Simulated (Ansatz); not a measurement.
This geometry of H2NOSi (5 atoms, charge -1, multiplicity 1) is a first-order saddle point.

Method: RKS r2SCANh/def2-SVP in Ansatz 0.2.0.

```xyz
5
Properties=species:S:1:pos:R:3
N -0.897 -0.604 -0.197
Si 0.340 0.352 0.045
O 0.623 1.868 -0.200
H -1.621 -1.278 -0.311
H 1.556 -0.338 0.663
```

Problem. Which two structures does it join? (They come from a converged band through this point; their orientation in space is the band's.)

Solution. No bond is made or broken. The dihedral H4–N1–Si2–O3 changes from 0 to -180° by way of a nearly straight angle H4–N1–Si2 (up to 174°), not by a turn about the bond.

Initial state:

```xyz
5
Properties=species:S:1:pos:R:3
N -0.695 -1.020 -0.024
Si 0.335 0.254 0.067
O 0.328 1.776 -0.290
H -1.600 -0.756 -0.425
H 1.633 -0.254 0.672
```

Final state:

```xyz
5
Properties=species:S:1:pos:R:3
N -1.129 -0.521 -0.303
Si 0.195 0.408 -0.022
O 0.471 1.922 -0.270
H -0.931 -1.481 -0.005
H 1.394 -0.329 0.600
```

Problem. How far does it lie above each of them?

Solution. 45.5 kJ/mol above the first and 31.5 kJ/mol above the second. This is the barrier of this one path; another mechanism may lie lower. Limits of this set-up: an anion without diffuse functions, the dipole of an ion depends on the origin.

Run time: 61 s on 1 thread of Arm Neoverse V2 (shared host), peak memory 0.11 GiB.
